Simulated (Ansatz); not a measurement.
Input file:

```yaml
crystal:
  periodic: [false, false, false]
  atoms:
    - {symbol: Ga, position_ang: [0.000000, 0.000000, 0.000000]}
    - {symbol: As, position_ang: [0.000000, 0.000000, 3.400000]}
basis:
  gaussian: {orbitals: cc-pVDZ}
magnetization: {spin_polarized: false}
correlation: {method: ccsdtq, electrons: outside_noble_gas}
```

```sh
$ ansatz run in.yaml --threads 2 --pin off --events-out ev --progress --plain --max-ram 24576MiB --backend cuda --devices 0, --max-vram 18GiB
```

(1) Roughly how long does this take on 2 threads of AMD EPYC 7R13 with a shared H100 80 GB, shared host, and how much host memory?

```
1031 factors; integrals over basis functions are off by at most 2.1e-7 eV
mean field evaluation 1: about -113124.7130 eV, gradient 9.5e0 eV
mean field evaluation 2: about -113124.7205 eV, gradient 9.5e0 eV
mean field evaluation 4: about -113125.5053 eV, gradient 1.1e0 eV
mean field evaluation 8: about -113125.5290 eV, gradient 5.5e-3 eV
mean field evaluation 16: about -113125.4919 eV, gradient 1.1e0 eV
mean field evaluation 32: about -113125.5290 eV, gradient 4.9e-5 eV
mean field evaluation 64: about -113124.0695 eV, gradient 5.0e-1 eV
mean field evaluation 96: about -113125.0319 eV, gradient 5.2e0 eV
mean field evaluation 128: about -113124.0875 eV, gradient 1.3e-1 eV
mean field evaluation 160: about -113120.5889 eV, gradient 1.2e1 eV
...
mean field -113125.52896953 eV, -4157.2865103927 hartree, gradient 9.5e-7 eV, S^2 0.000000; 10 other end points of the search recorded, 0 dependent functions left out; unrestricted orbitals would lower it
...
determinant -113125.52896953 eV, -4157.2865103927 hartree, with singles and doubles -113129.70011710 eV, -4157.4397972386 hartree
determinant -113124.08787554 eV, -4157.2335511652 hartree, with singles and doubles -113128.50406810 eV, -4157.3958432484 hartree
...
unrestricted determinant -113126.99061410 eV, -4157.3402248397 hartree, S^2 1.4440
28 core orbitals not correlated: weight in the atoms' cores, before any rotation towards them, 1.000 or more for the frozen orbitals, at most 0.000 for the correlated occupied ones
reference -113125.52896953 eV, -4157.2865103927 hartree; 4, 4 occupied and 22, 22 virtual orbitals, 1031 factors
second order -3.18194265 eV of doubles, -0.00000000 eV of singles
...
cycle  46  -4.67084775 eV  change   -1.8e-6 eV  update   6.8e-6
cycle  47  -4.67084913 eV  change   -1.4e-6 eV  update   4.0e-6
cycle  48  -4.67085121 eV  change   -2.1e-6 eV  update   3.3e-6
cycle  49  -4.67085229 eV  change   -1.1e-6 eV  update   2.6e-6
cycle  50  -4.67085438 eV  change   -2.1e-6 eV  update   2.5e-6
cycle  51  -4.67085655 eV  change   -2.2e-6 eV  update   1.9e-6
cycle  52  -4.67085717 eV  change   -6.2e-7 eV  update   1.6e-6
cycle  53  -4.67085750 eV  change   -3.3e-7 eV  update   1.8e-6
cycle  54  -4.67085761 eV  change   -1.1e-7 eV  update   1.5e-6
cycle  55  -4.67085734 eV  change    2.7e-7 eV  update   6.7e-7
WARN: these amplitudes may be one of several solutions (largest doubles amplitude 0.51, level shift 0.00 eV)
Total energy: -113130.19982687 eV, -4157.4581612338 hartree
```

The T1 diagnostic is 0.038.

For the same geometry and basis full CI lies 3.0 meV lower. By full CI's occupations no single determinant describes the state well. The program flagged this run's energy as in doubt. The determinant fills πx and πy unequally, so it is a mixture of Σ and Δ. RHF is unstable: UHF (⟨S²⟩ = 1.44) lies 1.46 eV below the lowest RHF solution. Higher spins weren't run at this geometry and may lie near or lower.

Results:

(1) 31 s wall and 0.93 GiB.
